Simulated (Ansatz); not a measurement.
Reaction (hydrogenolysis of a C–C bond): `CCCOCCC` + H₂ → `CCCOCC` + CH₄

Isolated molecules relaxed with PBE0-D4/def2-TZVP in Ansatz; ΔE leaves out vibrations. CBS: MP2 limit from def2 TZ/QZ plus the TZ coupled-cluster correction, frozen cores. This one scheme is used for every species. DFT in def2-TZVPP. Each species was taken in one conformer, which may not be the lowest.

`CCCOCCC`:

```xyz
21

C     1.419   -1.476   -2.787
C     0.616   -1.281   -1.513
C    -0.118    0.049   -1.514
O    -0.962    0.246   -0.408
C    -0.288    0.545    0.788
C    -1.304    0.897    1.850
C    -0.649    1.225    3.180
H     2.171   -0.690   -2.906
H     0.774   -1.450   -3.670
H     1.941   -2.434   -2.787
H     1.282   -1.341   -0.646
H    -0.121   -2.082   -1.400
H    -0.764    0.106   -2.396
H     0.608    0.875   -1.587
H     0.403    1.389    0.628
H     0.319   -0.309    1.126
H    -1.899    1.744    1.496
H    -1.994    0.055    1.962
H    -0.068    0.379    3.558
H    -1.396    1.476    3.936
H     0.030    2.078    3.090
```

H₂:

Cartesian coordinates in Å:
```
H 0.265 -0.262 0.019
H -0.265 0.262 -0.019
```

`CCCOCC`:

```xyz
18

C    -2.643   -1.076   -0.036
C    -1.440   -0.231    0.344
C    -0.137   -0.954    0.051
O     1.015   -0.266    0.471
C     1.371    0.819   -0.349
C     2.695    1.363    0.125
H    -2.652   -2.021    0.514
H    -2.639   -1.316   -1.103
H    -3.579   -0.558    0.181
H    -1.472    0.719   -0.199
H    -1.467    0.015    1.410
H    -0.069   -1.181   -1.025
H    -0.124   -1.910    0.585
H     0.606    1.607   -0.313
H     1.444    0.485   -1.396
H     3.468    0.594    0.072
H     3.003    2.210   -0.493
H     2.620    1.701    1.161
```

CH₄:

Cartesian coordinates in Å:
```
C 0.000 0.000 0.000
H 0.590 0.445 -0.801
H -0.744 -0.672 -0.427
H -0.502 0.787 0.562
H 0.656 -0.560 0.666
```

| level | ΔE (kJ/mol) |
| --- | --- |
| r2SCAN | -72.2 |
| CCSD(T)/def2-TZVPP | -68.9 |

Problem. What does CCSD(T)/CBS give? (Estimate.)

Solution. Ansatz gave: -67.9 kJ/mol. The listed levels differ from it by -4.3, -1.0 kJ/mol.

Largest T1 diagnostic among the species: 0.010.

In def2-TZVPP, CCSD(T) changes the Hartree–Fock value by +17.5 kJ/mol (the triples alone add +3.3 kJ/mol) and MP2 by +20.1 kJ/mol. The D4 term adds +7.6 kJ/mol with B3LYP and +4.3 kJ/mol with PBE0; it sums over pairs of atoms, weighted by their polarisabilities, and B3LYP, whose exchange is more repulsive, gets the larger term.

CCSD(T)/CBS has its own doubt, a few kJ/mol and more with outer-core shells, so smaller differences from it don't rank the levels.

B3LYP here is the variant with VWN-RPA as its local correlation; programs differ in this.
